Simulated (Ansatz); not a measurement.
The cluster C₃⁺, relaxed as a quartet with UKS r2SCAN-D4/def2-TZVP in Ansatz, starting from the r2SCAN-D4/def2-TZVP geometry of the charge +1 doublet. Force threshold 0.02 eV/Å.

At r2SCAN-D4/def2-TZVP a doublet of charge 1 lies 1.02 eV below the quartet, each at its own geometry. The structure comes from a short search, and lower isomers may exist.

Start:

```xyz
3

C    -0.502    1.119    0.394
C     0.633   -1.004   -0.419
C    -0.131   -0.116    0.025
```

Q: Estimate the energy that the relaxation releases and the steps that it takes.

A: 0.21 eV, in 4 steps; 27 s on 4 threads of Arm Neoverse V2 on a shared host. No frequencies were taken in this run, so the end may be a saddle point.

Q: Does the start keep its bonding and symmetry?

A: By distances, no bond broke or formed. The bond that changes most is C1–C3, from 1.34 to 1.27 Å (atoms count from 1). Point group C2v at the start, D∞h at the end, both within 0.05 Å.

Q: Predict the relaxed structure.

A: 
Cartesian coordinates in Å:
```
C -0.5659 1.0568 0.4047
C 0.5674 -1.0558 -0.4051
C -0.0016 -0.0010 0.0004
```
Bond lengths: 2 × C–C 1.27 Å.
